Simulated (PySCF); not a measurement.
## MgO⁺: energy against distance

Set-up: PySCF, no relativity, basis sets Mg pcseg-2, O pcseg-2. Energies in eV from Mg⁺ + O in their ground configurations at the same level. State: ²Π (doublet), unpaired electrons π ↑.

All columns are r²SCAN. A positive dipole points towards O; it is taken about the centre of mass and depends on that origin.

```csv
R (Å),E (eV),μ (D),Mulliken charge on Mg (basis-dependent),HOMO (eV),LUMO (eV),Mayer bond order,⟨S²⟩
1.570,-1.319,-7.67,1.41,-13.01,-10.97,1.03,0.76
1.643,-1.851,-7.90,1.38,-12.75,-10.70,1.06,0.76
1.716,-2.144,-8.11,1.37,-12.51,-10.45,1.06,0.76
1.771,-2.250,-8.26,1.36,-12.34,-10.28,1.06,0.76
1.826,-2.282,-8.39,1.36,-12.19,-10.12,1.05,0.76
1.881,-2.259,-8.51,1.36,-12.05,-9.98,1.03,0.77
1.954,-2.164,-8.64,1.36,-11.89,-10.10,1.01,0.78
2.045,-1.978,-8.71,1.36,-11.75,-10.29,0.98,0.81
2.155,-1.706,-8.65,1.34,-11.65,-10.50,0.93,0.88
2.301,-1.331,-8.41,1.30,-11.63,-10.64,0.82,1.01
```

A fit through these points gives, at Re = 1.828 Å, μ = -8.40 D and dμ/dR = -2.34 D/Å; the reduced mass is 9.596 u.

Question: How strong is the fundamental in the double-harmonic approximation, I = 42.26·(dμ/dR)²/μred km/mol?

Answer: I = 42.26·(-2.34)²/9.596 = 24.1 km/mol at r²SCAN.

⟨S²⟩ of the unrestricted solution departs from its pure value on part of the curve, where spin states mix. For an ion De counts to the pair picked by the measured ionisation energies or electron affinities, which need not be the lowest pair at this level. The state was picked by a PBE0 search and need not be the measured ground state.
